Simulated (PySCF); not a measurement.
Record of a relaxation.

Species: ethylhydrazine, C₂H₈N₂.
Atom-mapped SMILES: `[CH3:1][CH2:2][NH:3][NH2:4]` (hydrogens: H5, H6, H7 on C1; H8, H9 on C2; H10 on N3; H11, H12 on N4)

Method: PBE0-D3(BJ)/def2-SVP geometry optimisation, gas phase (PySCF); density fitting, grid level 1; the optimiser is geomeTRIC in internal coordinates, started from a GFN2-xTB structure. The frame can shift and turn from step to step; on so coarse a grid that alone can change the energy by a few meV, and forces under 0.02 eV/Å are noise.

Step 0: E = -5173.6968 eV, largest atomic force 0.855 eV/Å
```
atom  x, y, z in Å  |  force x, y, z in eV/Å
C1     -1.327    0.330    0.167    0.410  -0.635  -0.082
C2     -0.288   -0.744   -0.139    0.225   0.820  -0.090
N3      0.885   -0.164   -0.780    0.274   0.065   0.448
N4      1.696    0.643    0.056   -0.273  -0.344  -0.447
H5     -1.555    0.888   -0.737   -0.119   0.255  -0.380
H6     -2.238   -0.130    0.541   -0.423  -0.107   0.204
H7     -0.960    1.023    0.922    0.114   0.287   0.281
H8     -0.707   -1.470   -0.840   -0.125  -0.287  -0.166
H9     -0.027   -1.278    0.794    0.012  -0.200   0.174
H10     1.481   -0.902   -1.147   -0.037   0.063  -0.058
H11     1.257    1.556    0.137    0.044   0.050   0.057
H12     1.785    0.248    0.999   -0.101   0.033   0.059
```

Step 1: E = -5173.7260 eV, largest atomic force 0.166 eV/Å
```
atom  x, y, z in Å  |  force x, y, z in eV/Å
C1     -1.326    0.426    0.122   -0.098   0.064  -0.046
C2     -0.331   -0.661   -0.230    0.038  -0.117   0.101
N3      0.916   -0.129   -0.740    0.053  -0.141   0.070
N4      1.770    0.407    0.232   -0.046   0.137  -0.010
H5     -1.555    1.031   -0.769    0.003   0.006   0.042
H6     -2.265   -0.005    0.504    0.026   0.019   0.005
H7     -0.929    1.101    0.897    0.021  -0.022  -0.008
H8     -0.763   -1.323   -1.001    0.050   0.049  -0.004
H9     -0.156   -1.303    0.671   -0.039   0.022  -0.091
H10     1.430   -0.855   -1.233   -0.026   0.032  -0.010
H11     1.524    1.382    0.395    0.020  -0.053  -0.001
H12     1.678   -0.081    1.131   -0.002   0.003  -0.046
```

Step 2: E = -5173.7304 eV, largest atomic force 0.074 eV/Å
```
atom  x, y, z in Å  |  force x, y, z in eV/Å
C1     -1.321    0.425    0.125   -0.019  -0.002  -0.011
C2     -0.334   -0.671   -0.230    0.030   0.018   0.024
N3      0.917   -0.143   -0.733    0.018  -0.043   0.027
N4      1.765    0.419    0.230   -0.064  -0.004  -0.038
H5     -1.539    1.046   -0.758    0.009  -0.001   0.003
H6     -2.266    0.005    0.500    0.006   0.002   0.010
H7     -0.916    1.084    0.908    0.007  -0.003   0.003
H8     -0.760   -1.320   -1.012    0.002   0.021  -0.018
H9     -0.173   -1.322    0.663   -0.015  -0.005  -0.011
H10     1.434   -0.866   -1.226    0.010   0.018   0.015
H11     1.509    1.392    0.380   -0.001  -0.001  -0.006
H12     1.678   -0.059    1.133    0.016   0.001   0.002
```

Step 3: E = -5173.7321 eV, largest atomic force 0.033 eV/Å
```
atom  x, y, z in Å  |  force x, y, z in eV/Å
C1     -1.315    0.425    0.128    0.015  -0.009   0.011
C2     -0.336   -0.678   -0.232    0.006   0.026  -0.019
N3      0.919   -0.155   -0.728    0.002  -0.003  -0.001
N4      1.756    0.427    0.228   -0.024   0.005  -0.016
H5     -1.521    1.057   -0.749    0.000   0.001  -0.009
H6     -2.265    0.012    0.498   -0.001  -0.004   0.002
H7     -0.903    1.070    0.919   -0.006   0.005   0.002
H8     -0.762   -1.314   -1.025   -0.019   0.004  -0.009
H9     -0.188   -1.338    0.654    0.005  -0.019   0.013
H10     1.442   -0.876   -1.216    0.009  -0.010   0.014
H11     1.490    1.399    0.364    0.007   0.009   0.006
H12     1.676   -0.040    1.139    0.005  -0.005   0.007
```

Step 4: E = -5173.7326 eV, largest atomic force 0.026 eV/Å
```
atom  x, y, z in Å  |  force x, y, z in eV/Å
C1     -1.312    0.425    0.129    0.016  -0.004   0.011
C2     -0.337   -0.680   -0.235   -0.001   0.012  -0.002
N3      0.921   -0.160   -0.727   -0.001   0.018  -0.019
N4      1.752    0.431    0.229   -0.006  -0.008   0.004
H5     -1.514    1.062   -0.745   -0.003   0.000  -0.005
H6     -2.263    0.013    0.497   -0.003  -0.002  -0.003
H7     -0.898    1.064    0.925   -0.005   0.003  -0.001
H8     -0.765   -1.310   -1.033   -0.007   0.003  -0.001
H9     -0.194   -1.347    0.648    0.002  -0.011   0.004
H10     1.448   -0.883   -1.207    0.008  -0.009   0.012
H11     1.485    1.404    0.357   -0.002   0.000  -0.003
H12     1.673   -0.030    1.142    0.001  -0.001   0.002
```

Step 5: E = -5173.7329 eV, largest atomic force 0.028 eV/Å
```
atom  x, y, z in Å  |  force x, y, z in eV/Å
C1     -1.309    0.425    0.130    0.008   0.000   0.004
C2     -0.336   -0.681   -0.238   -0.006  -0.004   0.006
N3      0.923   -0.162   -0.726   -0.008   0.009  -0.025
N4      1.748    0.432    0.230    0.013   0.003   0.015
H5     -1.510    1.065   -0.743   -0.002  -0.001  -0.001
H6     -2.262    0.013    0.495   -0.002   0.000  -0.004
H7     -0.897    1.062    0.928   -0.001   0.000  -0.001
H8     -0.767   -1.305   -1.038   -0.001   0.001   0.001
H9     -0.197   -1.352    0.644    0.000  -0.001  -0.003
H10     1.452   -0.888   -1.200    0.002  -0.007   0.006
H11     1.482    1.406    0.353   -0.001  -0.001   0.001
H12     1.668   -0.025    1.145   -0.001   0.001   0.001
```

Step 6: E = -5173.7329 eV, largest atomic force under 0.02 eV/Å
```
atom  x, y, z in Å  |  force x, y, z in eV/Å
C1     -1.308    0.425    0.129    0.000   0.002  -0.001
C2     -0.336   -0.680   -0.240   -0.004  -0.007   0.008
N3      0.924   -0.163   -0.726   -0.006   0.003  -0.012
N4      1.748    0.433    0.232    0.012   0.002   0.008
H5     -1.509    1.066   -0.743    0.000   0.000   0.001
H6     -2.261    0.012    0.493   -0.001   0.001  -0.002
H7     -0.897    1.061    0.928    0.001  -0.001  -0.001
H8     -0.768   -1.303   -1.041    0.003   0.000   0.000
H9     -0.198   -1.353    0.641   -0.001   0.003  -0.004
H10     1.455   -0.891   -1.195    0.001  -0.001   0.003
H11     1.482    1.407    0.353   -0.002  -0.001   0.000
H12     1.663   -0.023    1.148   -0.003   0.000  -0.001
```

Problem. Summarise the path.

Solution. The energy falls by 0.83 kcal/mol from step 0 to step 6; nine tenths of that is first reached at step 2. It falls at every step. The largest force goes from 0.855 to under 0.02 eV/Å. Among the bonds N3–N4 changes most, from 1.417 to 1.397 Å; the atoms move by 0.061 Å rms after alignment.

Problem. Follow the three bonds and two angles with the largest change from start to end.

Solution. 
```
step  E above end (kcal/mol)  largest force (eV/Å)  N3–N4 (Å)  C1–H5 (Å)  C1–H6 (Å)  H8–C2–H9 (°)  N4–N3–H10 (°)
   0                    0.83                 0.855      1.417      1.087      1.087         108.2          106.9
   1                    0.16                 0.166      1.401      1.101      1.101         106.2          107.6
   2                    0.06                 0.074      1.400      1.101      1.100         106.2          108.1
   3                    0.02                 0.033      1.398      1.100      1.100         106.3          108.4
   4                    0.01                 0.026      1.397      1.100      1.100         106.3          108.4
   5                    0.00                 0.028      1.397      1.100      1.100         106.3          108.4
   6                    0.00            under 0.02      1.397      1.101      1.100         106.3          108.3
```

The cost below is that of the whole optimisation. Hardware: an Arm Neoverse N1 with one thread, on a shared host. Cost: 25 s of wall time, 0.43 GiB resident at most.
